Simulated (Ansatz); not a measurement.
Results of PBE-D3(BJ) in Ansatz (PAW) for rock-salt HfN.

Run with plane-wave cutoff 520 eV, 22×22×22 k mesh, Fermi–Dirac smearing 0.05 eV, scalar-relativistic PAW data made under PBE.

Computed at the level's own relaxed cell.

Problem. Give the computed volume per atom, bulk modulus, lattice constant a and pressure derivative B′ of the bulk modulus.

Solution. 
* **volume per atom**: 11.52 Å³/atom
* **bulk modulus**: 276 GPa
* **lattice constant a**: 4.517 Å
* **pressure derivative B′ of the bulk modulus**: 4.3

The run finds no gap.

Measured, for comparison: equilibrium volume per atom 11.57 Å³/atom, lattice constant a 4.524 Å (room temperature, not corrected to a static lattice; as tabulated in Seo, Lee, Wen, Petrov, Greene, Gall, J. Appl. Phys. 96, 878 (2004)); bulk modulus 260 GPa (room temperature, not corrected to a static lattice, our sources range from 260 to 306; as tabulated in Synthesis of Binary Transition Metal Nitrides, Carbides and Borides from the …). Computed (rounded) less measured: equilibrium volume per atom -0.4 %, bulk modulus not scored (sources differ), lattice constant a -0.2 %. A static lattice is as a rule a little smaller and stiffer than an uncorrected measurement, which narrows the difference in the equilibrium volume per atom and would widen misses of the other sign.

Spin–orbit coupling is not included.

Static lattice: no zero-point or thermal effects.

It cost roughly 80 core-seconds of CPU time.

Ansatz is a program for electronic structure.
